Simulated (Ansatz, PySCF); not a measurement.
Species: C₂H₅S, charge 0, doublet. C2H5S (SMILES [CH2]SC, doublet).
B3LYP-D3(BJ)/def2-TZVP minimum from Ansatz (a first-principles code):
```
S
C 1 1.7031
H 2 1.0784 1 117.39
H 2 1.0789 3 120.79 1 -172.67
C 1 1.8098 2 101.63 3 178.37
H 5 1.0884 1 107.19 2 179.31
H 5 1.0892 6 109.47 1 -119.70
H 5 1.0894 6 109.32 7 -120.69
```
Charge 0, spin multiplicity 2.

Atomisation energy term by term, kcal/mol (programs: Ansatz). Radicals and triplets start from unrestricted determinants; spin-orbit coupling is neglected. Cores are frozen in correlated methods. Rows without X2C or -DK are non-relativistic. CBS(X,Y): correlation extrapolated as X^-3, Hartree-Fock from the larger set. A bracket is a step between two methods taken in the basis named. 'core' is core correlation in cc-pwCVTZ (1s frozen past Ne), 'X2C' scalar relativity in cc-pVTZ-DK, both at CCSD(T). For partners of very few electrons the exact lower level stands in for a higher one.

```
term                                                          basis  kcal/mol
-----------------------  ------------------------------------------  --------
Hartree-Fock                                            cc-pV(Q+d)Z    494.86
CCSD correlation                       CBS(cc-pV(T+d)Z,cc-pV(Q+d)Z)    161.44
(T)                                    CBS(cc-pV(T+d)Z,cc-pV(Q+d)Z)     10.18
CCSDT(Q) - CCSD(T)                                      cc-pV(D+d)Z      0.56
core correlation                                          cc-pwCVTZ      2.59
scalar relativity                                   X2C, cc-pVTZ-DK     -0.77
minus zero-point energy  Hessian by PySCF at B3LYP-D3(BJ)/def2-TZVP    -38.33
sum: D0                                                                 630.5
```
